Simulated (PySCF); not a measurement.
# U-revPBE/def2-TZVPPD run of AlO (oxoaluminum)

What is the vertical ionisation energy of AlO (oxoaluminum) at U-revPBE/def2-TZVPPD? The job is set up through a Python script.

The results are computed with PySCF 2.14.0.

2 further runs of the same task are left out: 2 set aside as unsound or not needed.

### 1 The system as given

The species is AlO (2 atoms), meant as a doublet with charge 0. SMILES: `[O]=[Al]`. The shape is that of a PBE0-D4/def2-TZVP optimisation.

Bond lengths: O1–Al2 1.620 Å.

### 2 A single-point energy at U-revPBE/def2-TZVPPD

Input file job.py:

```python
# oxoaluminum
from pyscf import gto, dft

mol = gto.M(
    atom='''
O      0.000000     0.000000    -0.047092
Al     0.000000     0.000000     3.014056
''',
    max_memory=1860,
    spin=1,
    unit='bohr',
    verbose=4,
    basis='def2-tzvppd',
    charge=0,
)

ks = dft.UKS(mol, xc='revpbe')
ks.grids.level = 5
ks.conv_tol = 1e-10
ks.kernel()
if not ks.converged:
    ks = ks.newton().run(ks.mo_coeff, ks.mo_occ)

e_final = ks.e_tot
print('E = %.10f Eh' % e_final)
```

The run is started by

```
$ OMP_NUM_THREADS=1 python job.py
```

Log:

```text
PySCF version 2.14.0

[INPUT] num. atoms = 2
[INPUT] num. electrons = 21
[INPUT] charge = 0
[INPUT] spin (= nelec alpha-beta = 2S) = 1
[INPUT] symmetry False subgroup None
[INPUT] Mole.unit = bohr
[INPUT] Symbol           X                Y                Z      unit          X                Y                Z       unit  Magmom
[INPUT]  1 O      0.000000000000   0.000000000000  -0.024920013217 AA    0.000000000000   0.000000000000  -0.047092000000 Bohr   0.0
[INPUT]  2 Al     0.000000000000   0.000000000000   1.594969747637 AA    0.000000000000   0.000000000000   3.014056000000 Bohr   0.0

nuclear repulsion = 33.9741822349001
number of shells = 30
number of NR pGTOs = 124
number of NR cGTOs = 88
basis = def2-tzvppd
ecp = {}

[... 36 lines left out ...]
WARN: HOMO -0.218215052602041 >= LUMO -0.218215052602055
[... 58 lines left out ...]
converged SCF energy = -317.584993249282  <S^2> = 0.75529238  2S+1 = 2.0052854
E = -317.5849932493 Eh
```

Run time: 9.6 s. Hardware: 1 thread of Arm Neoverse V2, shared host; peak memory 0.41 GiB.

### 3 The singlet cation at the same level

Input file job.py:

```python
from pyscf import gto, dft

molecule = gto.Mole()
molecule.atom = 'O 0.000000 -0.000000 -0.024920; Al -0.000000 0.000000 1.594970'
molecule.verbose = 4
molecule.basis = 'def2-tzvppd'
molecule.charge = 1
molecule.max_memory = 1860
molecule.build()

myscf = dft.RKS(molecule)
myscf.xc = 'revpbe'
myscf.grids.level = 5
myscf.conv_tol = 1e-10
myscf.kernel()
if not myscf.converged:
    myscf = myscf.newton().run(myscf.mo_coeff, myscf.mo_occ)

e_final = myscf.e_tot
print(f'total energy: {e_final:.8f} hartree')
```

The run is started by

```
$ OMP_NUM_THREADS=1 python job.py
```

Log:

```text
PySCF version 2.14.0

[INPUT] num. atoms = 2
[INPUT] num. electrons = 20
[INPUT] charge = 1
[INPUT] spin (= nelec alpha-beta = 2S) = 0
[INPUT] symmetry False subgroup None
[INPUT] Mole.unit = angstrom
[INPUT] Symbol           X                Y                Z      unit          X                Y                Z       unit  Magmom
[INPUT]  1 O      0.000000000000   0.000000000000  -0.024920000000 AA    0.000000000000   0.000000000000  -0.047091975024 Bohr   0.0
[INPUT]  2 Al     0.000000000000   0.000000000000   1.594970000000 AA    0.000000000000   0.000000000000   3.014056476898 Bohr   0.0

nuclear repulsion = 33.9741772192433
number of shells = 30
number of NR pGTOs = 124
number of NR cGTOs = 88
basis = def2-tzvppd
ecp = {}

******** <class 'pyscf.dft.rks.RKS'> ********
method = RKS
initial guess = minao
damping factor = 0
level_shift factor = 0
DIIS = <class 'pyscf.scf.diis.CDIIS'>
diis_start_cycle = 1
diis_space = 8
diis_damp = 0
SCF conv_tol = 1e-10
SCF conv_tol_grad = None
SCF max_cycles = 50
direct_scf = True
direct_scf_tol = 1e-13
XC library pyscf.dft.libxc version 7.0.0
    S. Lehtola, C. Steigemann, M. J.T. Oliveira, and M. A.L. Marques.,  SoftwareX 7, 1–5 (2018)
XC functionals = revpbe
    Y. Zhang and W. Yang.,  Phys. Rev. Lett. 80, 890 (1998)
    J. P. Perdew, K. Burke, and M. Ernzerhof.,  Phys. Rev. Lett. 77, 3865 (1996)
    J. P. Perdew, K. Burke, and M. Ernzerhof.,  Phys. Rev. Lett. 78, 1396 (1997)
radial grids:
    Treutler-Ahlrichs [JCP 102, 346 (1995); DOI:10.1063/1.469408] (M4) radial grids

becke partition: Becke, JCP 88, 2547 (1988); DOI:10.1063/1.454033
pruning grids: <function nwchem_prune>
grids dens level: 5
symmetrized grids: False
atomic radii adjust function: <function treutler_atomic_radii_adjust>
small_rho_cutoff = 0
Set gradient conv threshold to 1e-05
Initial guess from minao.
tot grids = 86032
init E= -317.597087127649
  HOMO = -0.412592197017636  LUMO = -0.218215057300114  gap/eV = 5.28927
cycle= 1 E= -316.750903791582  delta_E= 0.846  |g|= 1.31  |ddm|=  1.9
  HOMO = -0.413908307029625  LUMO = -0.267140711905832  gap/eV = 3.99375
cycle= 2 E= -308.719103283466  delta_E= 8.03  |g|= 3.65  |ddm|= 3.85
  HOMO = -0.545597701889605  LUMO = -0.459265042847164  gap/eV = 2.34923
cycle= 3 E= -317.149360256139  delta_E= -8.43  |g|= 0.392  |ddm|= 3.48

WARN: HOMO -0.482787754470008 == LUMO -0.482787754470001

cycle= 4 E= -316.712454427227  delta_E= 0.437  |g|= 0.937  |ddm|= 2.04
  HOMO = -0.516318638279031  LUMO = -0.486387551873805  gap/eV = 0.81447
cycle= 5 E= -317.209997392241  delta_E= -0.498  |g|= 0.138  |ddm|= 1.82
  HOMO = -0.515839526490016  LUMO = -0.497733383358836  gap/eV = 0.49269
cycle= 6 E= -317.204374409758  delta_E= 0.00562  |g|= 0.193  |ddm|= 0.163
  HOMO = -0.512362272473658  LUMO = -0.499906985175974  gap/eV = 0.33893
cycle= 7 E= -317.212438778872  delta_E= -0.00806  |g|= 0.074  |ddm|= 0.114
  HOMO = -0.512210535166192  LUMO = -0.499017595220135  gap/eV = 0.35900
cycle= 8 E= -317.213638492739  delta_E= -0.0012  |g|= 0.0246  |ddm|= 0.0511
  HOMO = -0.511470408369576  LUMO = -0.498722197848016  gap/eV = 0.34690
cycle= 9 E= -317.213776743157  delta_E= -0.000138  |g|= 0.00247  |ddm|= 0.024
  HOMO = -0.511548979343859  LUMO = -0.498670162984755  gap/eV = 0.35045
cycle= 10 E= -317.213778089443  delta_E= -1.35e-06  |g|= 0.000504  |ddm|= 0.0024
  HOMO = -0.511529725552675  LUMO = -0.498663440562527  gap/eV = 0.35011
cycle= 11 E= -317.21377814989  delta_E= -6.04e-08  |g|= 1.96e-05  |ddm|= 0.000451
  HOMO = -0.511529600437485  LUMO = -0.498663685751131  gap/eV = 0.35010
cycle= 12 E= -317.213778149992  delta_E= -1.02e-10  |g|= 2.23e-06  |ddm|= 2.48e-05
  HOMO = -0.511529439692623  LUMO = -0.498663322525349  gap/eV = 0.35010
cycle= 13 E= -317.213778149991  delta_E= 4.55e-13  |g|= 1.58e-06  |ddm|= 1.83e-06
  HOMO = -0.511528815603474  LUMO = -0.498663164876757  gap/eV = 0.35009
Extra cycle  E= -317.213778149954  delta_E= 3.75e-11  |g|= 1.27e-05  |ddm|= 1.26e-05
converged SCF energy = -317.213778149954
total energy: -317.21377815 hartree
```

It took 5.4 s on 1 thread of Arm Neoverse V2, shared host; peak memory 0.4 GiB.

### 4 Outcome

At U-revPBE/def2-TZVPPD:

| quantity | value |
| --- | --- |
| doublet AlO: total energy | -317.58499 Eh |
| doublet AlO: dipole moment | 4.14 D |
| doublet AlO: HOMO energy (highest over α and β) | -6.45 eV |
| doublet AlO: LUMO energy (lowest over α and β) | -5.18 eV |
| doublet AlO: ⟨S²⟩ | 0.755 |
| singlet cation: total energy | -317.21378 Eh |
| singlet cation: HOMO energy | -13.92 eV |
| singlet cation: LUMO energy | -13.57 eV |
| singlet cation: HOMO–LUMO gap | 0.35 eV |
| vertical ionisation energy (to the singlet cation) | 10.101 eV |

**Reading.** Removing an electron at fixed nuclei costs 10.10 eV (975 kJ/mol). Only the singlet of the ionised species was computed; a triplet could lie lower.
